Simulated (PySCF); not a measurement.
PySCF input:

```python
from pyscf import gto, scf, dft

mol = gto.M(
    atom='''
    C     1.01507197   -0.58561759    0.00621102
    C     2.42102843   -0.10465548    0.00237052
    C     0.03438900    0.59146367   -0.00567664
    H     0.81158166   -1.19058228    0.89273520
    H     0.81257307   -1.20754575   -0.86872628
    Cl   -1.68292060    0.01861049   -0.00112644
    H     2.92912026    0.11926184   -0.92547672
    H     2.92807801    0.13709513    0.92630458
    H     0.15218135    1.21766313    0.87507589
    H     0.15317941    1.20058596   -0.89819258
    ''',
    basis='def2-tzvpd',
    charge=0,
    spin=1,
    verbose=4,
)

mf = scf.UHF(mol).density_fit(auxbasis='def2-universal-jkfit')
mf.conv_tol = 1e-9
mf.max_cycle = 100
mf.max_memory = 1500
mf.kernel()
if not mf.converged:
    mf = mf.newton()
    mf.kernel(mf.make_rdm1())
for _ in range(2):
    mo, _, stable, _ = mf.stability(return_status=True)
    if stable:
        break
    mf.kernel(mf.make_rdm1(mo, mf.mo_occ))
mf.analyze()
```

Problem. Which total energy does the run end on?

Solution. -576.60857 Eh (HF/def2-TZVPD).

It need not be the lowest isomer of its formula.
